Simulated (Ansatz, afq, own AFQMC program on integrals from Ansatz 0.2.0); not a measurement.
**Atomization energy of CH$_{2}$N, quartet**

```xyz
4

N    -0.0301   -0.1308    0.6612
C     0.1162    0.1026   -0.7459
H    -0.2826    0.7427    1.1410
H    -0.6838   -0.1484   -1.4423
```

Connectivity, by distances: NH–CH.

Atoms in their ground-state spins without spin–orbit coupling (mostly on UHF) minus the molecule (UHF), without zero-point energy. The geometry is a stationary point, not shown to be a minimum.

Basis cc-pVDZ. Only valence electrons are correlated. Integrals, coupled cluster, full CI and functionals: Ansatz 0.2.0; the random walks run on the same integrals in our own AFQMC program. The CISD trial takes its coefficients from CCSD amplitudes. Released means that phaseless walkers are propagated on without the constraint, phases kept. Error bars are statistical, one sigma. The errors of all members are added in quadrature.

No full CI on the walks' own integrals is used here; CCSDT(Q) serves as the reference and is uncertain by about the last step of the cluster series. Each member takes its own surest rung, up to full CI.

The best estimate is CCSD(T) at the basis-set limit (CBS: def2-TZVPP and def2-QZVPP, with their diffuse functions for anions and beside diffuse sets, CCSD(T) itself extrapolated) plus the step from CCSD(T) to CCSDT(Q) in cc-pVDZ. Rows without CBS are in cc-pVDZ, the functionals in def2-TZVP; B2PLYP and the wave-function rows carry a basis error of their own. Core correlation and relativity beyond core potentials are missing, and ± holds the sampling alone.

Cautions: CH₂N (quartet): lower spins were not checked, the released energies move by 1.5 errors or more from one time to the next, so no released level is given (meV from the phaseless value at times in 1/Eh: -3 ± 11 at 0.24, -5 ± 10 at 0.51, -38 ± 13 at 0.99, -16 ± 15 at 1.62, -45 ± 19 at 2.40), though the last usable value meets CCSDT(Q) within the noise.

```json
{"level": "B3LYP", "atomization energy (eV)": "10.582"}
{"level": "B2PLYP", "atomization energy (eV)": "10.274"}
{"level": "MP2", "atomization energy (eV)": "9.132"}
```

Q: From these cheaper values, estimate the atomization energy at the level of the best estimate.

A: 10.297 eV (best estimate, highest rung CCSDT(Q)).

| level | atomization energy (eV) | error against the best estimate (eV) |
| --- | --- | --- |
| HF | 6.591 | -3.705 |
| CCSD | 8.973 | -1.323 |
| CCSD(T) | 9.085 | -1.212 |
| CCSDT | 9.094 | -1.202 |
| CCSDT(Q) | 9.104 | -1.193 |
| ph-AFQMC/CISD | 9.098 ± 0.010 | -1.199 ± 0.010 |
| HF/CBS | 6.906 | -3.391 |
| MP2/CBS | 10.305 | 0.008 |
| CCSD(T)/CBS | 10.278 | -0.019 |
| PBE | 11.057 | 0.760 |
| r2SCAN | 10.736 | 0.439 |
| PBE0 | 10.692 | 0.395 |
| wB97M-V | 10.380 | 0.084 |

Correlation beyond CCSD(T) adds 0.019 eV. Going to the basis-set limit adds 1.194 eV at CCSD(T). The perturbative (T) step is worth +0.111 eV. The functionals spread over 0.782 eV; B2PLYP comes nearest and PBE is 0.760 eV too high.

Best estimates are given only where the step beyond CCSD(T) is under 0.3 eV and no member's determinant is very poor (T1 over 0.05, or 0.07 for open shells, ⟨S²⟩ too high by 0.3, two states mixed), so the hardest cases are missing from such tables.

The functionals ran in a triple-zeta set and keep a basis error of their own, a few kJ/mol for each bond in atomization energies and more for double hybrids, so close places among them and the extrapolated levels can swap.

CCSDT and higher add their correlation energy to the determinant of the CCSD(T) run, since their own runs factorise the integrals more tightly (a shift of under 2 meV). Each member of a difference takes its own highest rung, so a best estimate needn't equal the limit plus the step of one row.
